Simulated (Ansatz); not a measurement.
```yaml
crystal:
  periodic: [false, false, false]
  atoms:
    - {symbol: O, position_ang: [-1.295493, 0.462026, -0.559981]}
    - {symbol: Ge, position_ang: [0.000944, -0.231720, 0.221959]}
    - {symbol: O, position_ang: [1.285858, 0.495449, -0.550184]}
    - {symbol: H, position_ang: [0.084925, 1.501179, 1.625949]}
basis:
  gaussian: {orbitals: def2-TZVP}
magnetization: {spin_polarized: true, initial_magnetization: 3}
hamiltonian: {xc: pbe0}
relax: {f_tol: 0.004, max_steps: 80}
```

```sh
$ ansatz run in.yaml --threads 1 --pin off --events-out ev --progress --plain --max-ram 2176MiB
```

Steps of the relaxation (energy above the last step; positions in Å, forces in eV/Å):

```
4
step 1, 1106.5 meV
O    -1.295    0.462   -0.560   -2.127    0.978   -1.199
Ge    0.001   -0.232    0.222    0.071   -1.806    2.429
O     1.286    0.495   -0.550    2.064    1.008   -1.160
H     0.085    1.501    1.626   -0.008   -0.181   -0.071
```

```
4
step 2, 817.3 meV
O    -1.335    0.422   -0.630   -1.205    0.380   -0.797
Ge   -0.004   -0.127    0.301    0.083   -0.086    2.063
O     1.319    0.470   -0.608    1.167    0.408   -0.766
H     0.096    1.461    1.675   -0.046   -0.702   -0.500
```

```
4
step 3, 288.0 meV
O    -1.358    0.393   -0.656   -0.905    0.218   -0.576
Ge   -0.001    0.040    0.401    0.122    0.652    2.199
O     1.348    0.441   -0.644    0.887    0.216   -0.585
H     0.087    1.353    1.637   -0.104   -1.087   -1.038
```

```
4
step 4, 291.3 meV
O    -1.391    0.397   -0.653    0.514   -0.012    0.623
Ge    0.004    0.172    0.543   -0.101   -2.361   -3.278
O     1.389    0.446   -0.651   -0.537   -0.063    0.632
H     0.074    1.211    1.499    0.125    2.435    2.024
```

```
4
step 5, 28.1 meV
O    -1.373    0.395   -0.653   -0.236    0.067   -0.027
Ge    0.003    0.105    0.468    0.026    0.166    0.453
O     1.367    0.443   -0.647    0.261    0.055   -0.066
H     0.079    1.284    1.569   -0.050   -0.288   -0.360
```

```
4
step 11, 0.0 meV
O    -1.429    0.425   -0.579   -0.001    0.001   -0.001
Ge    0.025    0.095    0.441    0.000   -0.002    0.002
O     1.445    0.443   -0.621    0.001    0.000   -0.002
H     0.034    1.264    1.496   -0.001    0.001    0.001
```

Close pairs at the end: Ge2–H4 1.575 Å, Ge2–O3 1.807 Å, O1–Ge2 1.807 Å.

A stationary point of unrestricted PBE0 after 11 steps, with ⟨S²⟩ = 3.765 against 3.75 for a pure state; no frequencies were run, so it isn't proven a minimum. 1.7 min on 1 thread of Intel Xeon 6975P-C, shared host.
